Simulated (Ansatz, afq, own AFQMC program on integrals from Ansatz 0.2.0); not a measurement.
## AlH₂⁺, triplet: a scan with AFQMC

```xyz
3

Al    0.0000    0.0000   -0.1021
H     0.0000    0.8996    1.3665
H     0.0000   -0.8996    1.3665
```

The Al1–H2 distance is changed with both sides rigid. Energies in mEh count from this geometry (1.722 Å) at the same level; the start stands on UHF, each point on the determinant named.

Basis cc-pVDZ. Only valence electrons are correlated. Ansatz 0.2.0 and our own AFQMC program on the same integrals; the CISD trial comes from CCSD amplitudes, and released means the phaseless constraint is let go. Error bars are statistical, one sigma.

Cautions, each for one point or more: lower spins were not checked; the ph-AFQMC/CISD walk drifts between its halves.

```
r(Al1–H2) / Å  det.     T1  weight  ⟨S²⟩  CCSD(T)  ph-AFQMC/CISD  released AFQMC   FCI  CCSDT(Q)  CCSD   PBE
        1.396   UHF  0.023    0.96  2.02     21.2    21.3 ± 0.03     21.3 ± 0.02  21.3      21.3  21.2  23.2
        2.145   UHF  0.028    0.94  2.05      5.5     5.6 ± 0.03      5.5 ± 0.02   5.5       5.5   5.4   5.3
        2.809   UHF  0.023    0.95  2.04      9.5     9.5 ± 0.03      9.6 ± 0.02   9.6       9.6   9.1  12.2
        3.876   UHF  0.023    0.95  2.04     10.1    10.2 ± 0.03               –  10.3      10.3   9.7  16.4
        5.995   UHF  0.023    0.95  2.04     10.5    10.6 ± 0.03     10.7 ± 0.02  10.7      10.7  10.1  18.2
```

Weight is that of the determinant in the CISD state; at the start T1 is 0.025 and the weight 0.95, and ⟨S²⟩ is 2.03. Symmetry can't show for every point that it stays on the start's state. A dash marks a missing value, a released energy that hasn't settled or a functional that sits on another state. Largest departures from full CI: CCSD(T) -0.2 mEh at 5.995 (on UHF), ph-AFQMC/CISD -0.1 mEh at 2.809 (on UHF), released AFQMC 0.0 mEh at 2.809 (on UHF) (within the noise), CCSDT(Q) 0.0 mEh at 3.876 (on UHF), CCSD -0.6 mEh at 5.995 (on UHF). The functionals aren't scored here. In this small basis the wave-function levels are far from their limit, so their gap to the functionals isn't the functionals' error.

Some points may be missing: those where a free walk finds a much lower state, and past Zn most of those on another determinant than at the start.

CCSDT and higher add their correlation energy to the determinant of the CCSD(T) run, since their own runs factorise the integrals more tightly (a shift of under 2 meV). A walk keeps the symmetry of its determinant, which the program's search chose and which needn't be the lowest solution, so a lower state of the same spin and another symmetry isn't excluded. Released energies are given only where the last usable release times agree within the noise; a slower fall can still hide under it.
